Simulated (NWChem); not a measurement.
System: carbon tetrachloride (CCl$_{4}$); SMILES ClC(Cl)(Cl)Cl

All runs: NWChem. Each level has its own optimisation; frequencies are unscaled.

For level PBE/def2-SVP:

```yaml
highest harmonic frequency (cm⁻¹): 730
lowest (cm⁻¹): 208
```

**Question.** What are these values for level PBE0/def2-SVP?

**Answer.** The highest harmonic frequency (cm⁻¹) is 799 and the lowest (cm⁻¹) comes out as 219.
